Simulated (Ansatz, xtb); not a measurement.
**A geometry optimisation of H3OSi with r2SCAN-D4/def2-SVP**

The starting geometry of this gas-phase doublet has its atoms placed at random.

```xyz
5

O    -0.9227   -1.6371    0.5246
Si    0.4027   -0.9942   -0.3292
H     1.2693   -0.9420    0.7045
H    -1.2017   -0.6737    1.2627
H    -0.0670   -1.1068    1.1297
```

Task: One run relaxed it with r2SCAN-D4/def2-SVP. What is a likely outcome?

Result: It ends as a structure given below by its coordinates. Distances that change by over a tenth: O1–Si2 (1.70 → 2.10 Å), O1–H5 (1.17 → 0.97 Å), Si2–H3 (1.35 → 1.54 Å). Contacts that open: Si2–H5 (1.54 → 2.60 Å). Contacts that close: O1–H4 (1.25 → 0.97 Å).

The energy falls by 4.16 eV over 15 steps:

```csv
step,E − E(last) (eV)
1,4.156
3,1.104
4,0.761
6,0.439
7,0.219
9,0.040
10,0.018
12,0.004
13,0.000
15,0.000
```

Final geometry (Å):

```tsv
atom	x (Å)	y (Å)	z (Å)
O	-0.7328	-1.4255	0.8896
Si	0.5071	-0.5329	-0.5569
H	1.6536	-1.1178	0.2889
H	-1.5953	-0.9835	0.8990
H	-0.3521	-1.2942	1.7717
```

From the same start GFN2-xTB ends elsewhere, in pieces: HOSi + H2.

From so rough a start the end depends on the optimiser's path, so another program may land elsewhere. The end wasn't checked by frequencies. Open shells are spin-unrestricted. Run with Ansatz 0.2.0, 51 s on 2 threads of Intel(R) Xeon(R) Processor @ 2.50GHz (Skylake/Cascade Lake), with other jobs on the host.
